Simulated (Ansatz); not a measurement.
# NClO (nitrosyl chloride) at CCSD/STO-3G

Aim: the vertical ionisation energy of NClO (nitrosyl chloride) at CCSD/STO-3G, from 2 runs. 

Program for the calculation: Ansatz 0.2.0.

50 further runs of the same task are left out: 5 that didn't finish, 45 set aside as unsound or not needed.

## 1. The system as given

NClO: 3 atoms, total charge 0, spin state singlet. SMILES: `O=NCl`. The coordinates come from a PBE0-D4/def2-TZVP relaxation.

Bond lengths: O1–N2 1.127 Å, N2–Cl3 1.944 Å. Angles: O1–N2–Cl3 113.9°.

## 2. A single-point energy at CCSD/STO-3G

Contents of in.yaml:

```yaml
crystal:
  periodic: [false, false, false]
  atoms:
    - {symbol: O, position_ang: [1.000080, -0.338330, 0.513880]}
    - {symbol: N, position_ang: [0.052050, -0.599550, -0.035840]}
    - {symbol: Cl, position_ang: [-1.052130, 0.937900, -0.478040]}
basis:
  gaussian: {orbitals: STO-3G}
total_charge: 0
correlation: {method: ccsd, frozen_orbitals: {Cl: 5, "N": 1, O: 1}}
accuracy: high
scf: {omitted_lower_state_checks: [cluster_reference, increment]}
```

Run with:

```bash
ansatz run in.yaml --threads 1 --pin off --max-ram 3480MiB --events-out events.jsonl --progress --plain --runs-dir runs
```

What it wrote, cut to the lines that bear on the results:

```text
Warning: RAYON_NUM_THREADS=1 ignored (pool sized by the plan → 1); use --threads N
Functional definition: HF
  name "HF"
[...]
323 factors; integrals over basis functions are off by at most 3.2e-8 eV
[...]
mean field -15838.63034853 eV, -582.0589294991 hartree, gradient 2.7e-8 eV, S^2 0.000000; 0 other end points of the search recorded, 0 dependent functions left out; unrestricted orbitals would lower it
7 core orbitals not correlated: weight in the atoms' cores, before any rotation towards them, 1.000 or more for the frozen orbitals, at most 0.000 for the correlated occupied ones
reference -15838.63034853 eV, -582.0589294991 hartree; 9, 9 occupied and 3, 3 virtual orbitals, 323 factors
second order -4.04631156 eV of doubles, -0.00000000 eV of singles
cycle   1  -4.13670780 eV  change   -9.0e-2 eV  update   1.0e-1
[...]
cycle  25  -4.46524556 eV  change   5.9e-10 eV  update  7.4e-10
Total energy: -15843.09559408 eV, -582.2230242467 hartree
Checks for a lower state left out: cluster_reference, increment
```

Run time: 0.22 s. Hardware: 1 thread of Arm Neoverse V1, shared host.

## 3. The doublet cation

Contents of in.yaml:

```yaml
crystal:
  periodic: [false, false, false]
  atoms:
    - symbol: O
      position_ang: [1.000080, -0.338330, 0.513880]
    - symbol: N
      position_ang: [0.052050, -0.599550, -0.035840]
    - symbol: Cl
      position_ang: [-1.052130, 0.937900, -0.478040]
basis:
  gaussian:
    orbitals: STO-3G
total_charge: 1
magnetization:
  spin_polarized: true
  initial_magnetization: 1
correlation:
  method: ccsd
  frozen_orbitals: {Cl: 5, "N": 1, O: 1}
accuracy: high
scf:
  omitted_lower_state_checks: [cluster_reference, increment]
```

Run with:

```bash
ansatz run in.yaml --threads 1 --pin off --max-ram 3480MiB --events-out events.jsonl --progress --plain --runs-dir runs
```

What it wrote:

```text
Warning: RAYON_NUM_THREADS=1 ignored (pool sized by the plan → 1); use --threads N
[... 19 lines left out ...]
7 core orbitals not correlated: weight in the atoms' cores, before any rotation towards them, 1.000 or more for the frozen orbitals, at most 0.000 for the correlated occupied ones
[... 37 lines left out ...]
Total energy: -15834.52290206 eV, -581.9079836256 hartree
Checks for a lower state left out: cluster_reference, increment
```

Run time: 1.2 s. Hardware: 1 thread of Arm Neoverse V1, shared host.

## 4. Results

Level: CCSD/STO-3G, 7 core orbitals frozen.

| quantity | value |
| --- | --- |
| singlet NClO: total energy | -582.22302 Eh |
| singlet NClO: correlation energy (7 core orbitals frozen) | -164.1 mEh |
| singlet NClO: T1 diagnostic | 0.017 |
| doublet cation: total energy | -581.90798 Eh |
| doublet cation: correlation energy (7 core orbitals frozen) | -170.4 mEh |
| doublet cation: ⟨S²⟩ of the reference determinant | 1.024 |
| doublet cation: T1 diagnostic | 0.053 |
| vertical ionisation energy (to the doublet cation) | 8.573 eV |

In words: The vertical ionisation energy comes to 8.57 eV (827 kJ/mol). In a minimal basis such a difference can be off by several eV, whatever the method. The restricted solution (singlet NClO) is unstable to spin breaking: an unrestricted one lies lower. ⟨S²⟩ (doublet cation) is 1.02 where a pure doublet has 0.75: the reference is spin-contaminated. The T1 diagnostic (doublet cation) of 0.053 is above the customary mark for such species, so a single reference may not serve.
